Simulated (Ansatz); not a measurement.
# CHAl+ (doublet): from Hartree-Fock to the top rungs, def2-TZVPP

The task here is to estimate one member of a computed series from the others.

Program: Ansatz 0.2.0, Gaussian basis. Level of theory: def2-TZVPP, core rule «outside noble gas», up to 6 orbitals frozen. These are calculated values, not measurements.

Plan: UHF; ROHF; CCSD(T) on UHF.

2 further runs of the same task are left out: 2 set aside as unsound or not needed.

**The system**

The geometry is a PBE0/def2-TZVP stationary point (not a proven minimum) of the parent state, kept for this charge and spin.

3 atoms, charge 1, spin multiplicity 2.

Atoms are counted from 1 here; the program's logs count them from 0.

Bond lengths: Al1–C2 1.916 Å, Al1–H3 1.601 Å. Angles: C2–Al1–H3 180.0°.

As a file:

```csv
atom,x (Å),y (Å),z (Å)
Al1,0.0000,0.0000,0.1051
C2,0.0000,0.0000,-1.8111
H3,0.0000,0.0000,1.7060
```

Set-up of the first run:

in.yaml reads:

```yaml
crystal:
  periodic: [false, false, false]
  atoms:
    - {symbol: Al, position_ang: [0.000000, 0.000000, 0.105100]}
    - {symbol: C, position_ang: [0.000000, 0.000000, -1.811100]}
    - {symbol: H, position_ang: [0.000000, 0.000000, 1.706000]}
basis:
  gaussian: {orbitals: def2-TZVPP}
total_charge: 1
magnetization: {spin_polarized: true, initial_magnetization: 1}
hamiltonian: {xc: hf}
output: {orbitals: {seedname: orbitals}}
```

Run with:

```console
$ ansatz run in.yaml --threads 1 --pin off --events-out ev --progress --plain --max-ram 4096MiB --backend cpu
```

Steps of the session up to this table: UHF; ROHF; CCSD(T) on UHF.

One of the session's tables, all rows but one given; the rest of the session is left out.

It belongs to the step «Misses and costs». 

| method | from UCCSD(T) (meV) |
| --- | --- |
| ROHF | ? |
| UHF | +4517.4 |
| UMP2 | +1238.5 |
| UCCSD | +250.4 |
| UCCSD(T) | 0 |

Q: Estimate the row for ROHF from the others.

The run gave: from UCCSD(T) (meV): +5324.5. In the column «from UCCSD(T) (meV)» it is the highest.

The program flags UCCSD(T) as in doubt (see the logs), so the zero of the table is itself unsure.

Limits of these values: The determinant is far from a pure spin state, so its energy mixes those of several spin states (harmless only where they are near-degenerate, as at dissociation). The program flags UCCSD(T) as in doubt, so the zero of the table is itself unsure.
